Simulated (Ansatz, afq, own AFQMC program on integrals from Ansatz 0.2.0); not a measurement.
## Atomization energy of TiCl, sextet

```xyz
2

Ti    0.0000    0.0000    0.0000
Cl    0.0000    0.0000    3.2806
```

Atoms in their ground-state spins without spin–orbit coupling (mostly on UHF) minus the molecule (UHF), without zero-point energy. The geometry is a stationary point, not shown to be a minimum.

Basis def2-TZVP. Noble-gas cores (and the filled d shells of Ga–Kr and In–Xe) are frozen. AFQMC by an in-house program on the Cholesky factors that Ansatz 0.2.0 writes for its CCSD(T) run. The CISD trial takes its coefficients from CCSD amplitudes. Released means that phaseless walkers are propagated on without the constraint, phases kept. Free projection: walkers drawn from exp(T), propagated without any constraint. Its projection time is finite, and what remains of the start isn't in its error. Uncertainties: one standard error, sampling alone. The metal's outer-core s and p shells are frozen, which shifts wave-function levels against functionals. The errors of all members are added in quadrature.

No full CI on the walks' own integrals is used here; CCSDT(Q) serves as the reference and is uncertain by about the last step of the cluster series. Each member takes its own surest rung, up to full CI.

Errors are counted within def2-TZVP, not against nature.

Cautions: no relativity below Rb; outer-core shells of the metal frozen; TiCl (sextet): lower spins were not checked, the released energies have errors that jump between times, so the bars are unsure, so no released level is given (meV from the phaseless value at times in 1/Eh: -12 ± 3 at 0.24, -62 ± 44 at 0.50, -23 ± 5 at 1.00, -6 ± 16 at 1.50), though the last usable value meets CCSDT(Q) within the noise, CCSDT(Q) on the ROHF determinant differs (67 meV higher), by its state or its frozen core, its ph-AFQMC/CISD value lies 32 ± 3 meV above CCSDT(Q).

Reference (CCSDT(Q)): -22.1 kcal/mol.

| level | atomization energy (kcal/mol) | error against CCSDT(Q) (kcal/mol) |
| --- | --- | --- |
| HF | -15.2 | 6.9 |
| MP2 | -18.4 | 3.7 |
| CCSD | -21.8 | 0.3 |
| CCSD(T) | -22.0 | 0.2 |
| CCSDT | -22.1 | 0.0 |
| ph-AFQMC/HF | -22.8 ± 0.7 | -0.7 ± 0.7 |
| ph-AFQMC/CISD | -22.4 ± 0.09 | -0.3 ± 0.09 |
| free AFQMC | -22.3 ± 0.09 | -0.2 ± 0.09 |

Correlation beyond CCSD(T) takes off 0.2 kcal/mol. The perturbative (T) step is worth −0.2 kcal/mol.

Free projections are given only where their last times agree within the noise and don't stop above the reference; a slow remainder of the start can still hide under it. A walk keeps the symmetry of its determinant, which the program's search chose and which needn't be the lowest solution, so a lower state of the same spin and another symmetry isn't excluded.
